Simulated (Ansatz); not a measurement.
`C[Si]S` + HCl → `C[Si]Cl` + H₂S at 700 K and 1 bar (ligand exchange at the Si–S bond).

Gas-phase electronic energies from Ansatz, PBE0-D4/def2-TZVP geometries. CCSD(T)/CBS is the MP2 limit (def2-TZVPP, def2-QZVPP) plus CCSD(T) − MP2 in def2-TZVPP, frozen cores. This one scheme is used for every species. Each species was taken in one conformer, which may not be the lowest.

```csv
species,CCSD(T)/CBS energy (Eh),H − E (kJ/mol),S (J/(mol·K))
`C[Si]S`,-727.30578,174.5,383.2
HCl,-460.38127,38.4,211.8
`C[Si]Cl`,-788.72093,144.7,366.5
H₂S,-398.97279,64.8,236.9
```

H − E and S are ideal-gas, rigid-rotor, harmonic terms from PBE0-D4/def2-TZVP, for one conformer and one mirror image of each species. 1 Eh = 2625.50 kJ/mol, R = 8.31446 J/(mol·K).

Q: By hand: ΔE, ΔH, ΔS and ΔG.

A: ΔE = (-788.72093) + (-398.97279) − (-727.30578) − (-460.38127) = -0.00667 Eh = -17.5 kJ/mol. Δ(H − E) = 144.7 + 64.8 − 174.5 − 38.4 = -3.4, so ΔH = -20.9 kJ/mol. ΔS = 366.5 + 236.9 − 383.2 − 211.8 = 8.4 J/(mol·K). ΔG = -20.9 − 700 × (8.4)/1000 = -26.8 kJ/mol.

Q: By hand: the equilibrium constant, and the temperature at which ΔG would vanish if ΔH and ΔS stayed fixed.

A: log₁₀ K = −ΔG/(RT ln 10) = 2.0. ΔH and −TΔS have one sign here, so there is no such temperature.

The number of gas molecules stays the same, so ΔS is small and ΔH decides. A doubt of 5 kJ/mol in ΔE shifts log₁₀ K by 0.4 here. Other conformers and mirror images would add mixing entropy, several J/(mol·K) or more a flexible species. These are equilibria of isolated gas molecules and say nothing of rates. Largest T1 diagnostic: 0.014 (customary marks: 0.02 for closed shells, 0.045 for open ones).

ΔS is within the doubt of such terms, so its sign, and with it that verdict, could turn.
